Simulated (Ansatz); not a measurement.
Results of RPBE (plane waves, PAW; Ansatz, an electronic-structure program) for hcp Re.

Settings: plane-wave cutoff 520 eV, 24×24×12 k mesh (along the axes of the cell as run), Fermi–Dirac smearing 0.05 eV, no spin polarisation, scalar-relativistic PAW data made under PBE.

Equation-of-state points:

```
V (Å³/atom)  E − E_lowest (meV/atom)  P (GPa)
-----------  -----------------------  -------
14.503                         28.70    15.78
14.806                          6.92     7.46
15.108                          0.00     0.01
15.410                          6.40    -6.67
15.712                         24.72   -12.65
```

Problem. What bulk modulus B0 and pressure derivative B′ does a third-order Birch–Murnaghan fit give?

Solution. V0 = 15.108 Å³/atom, B0 = 353 GPa, B′ = 4.5 (fit to the energies at full precision).

Shape and atoms are relaxed at each volume.

Measured, for comparison: bulk modulus 369 GPa (zero-point energy and finite temperature contributions removed, our sources range from 369 to 381; as tabulated in doi:10.1021/acs.jctc.3c00612). Computed (rounded) less measured: bulk modulus -4 % (-4 % to -7 % over the range).

Note: the bulk modulus comes from volumes at which shape and atoms were relaxed.

Spin–orbit coupling is not included.
